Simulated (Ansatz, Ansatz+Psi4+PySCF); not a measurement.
```xyz
6

C    -0.0479    1.1495    0.0000
S    -0.0479   -0.6649    0.0000
H     1.2831   -0.8233    0.0000
H    -1.0926    1.4614    0.0000
H     0.4323    1.5512    0.8923
H     0.4323    1.5512   -0.8923
```

Basis set: cc-pVTZ on H, C; cc-pV(T+d)Z on S (spherical functions). Frozen core: 6 orbitals. Charge 0, multiplicity 1.

Computed with Ansatz (development build ahead of 0.2.0); each method stands on the lowest determinant of its kind that the runs found. Restricted open shells among the atoms or ions are ROHF, correlated in semicanonical orbitals with singles.

The atomization energy at this shape (free ground-state atoms in the same class of orbitals less the molecule, no zero-point energy) of singlet CH₄S:

| method | atomization energy |
| --- | --- |
| RHF-CCSD(T) | 20.07 eV |
| RHF-MP2 | 20.05 eV |

**Question.** What does RHF give?

**Answer.** 15.48 eV.
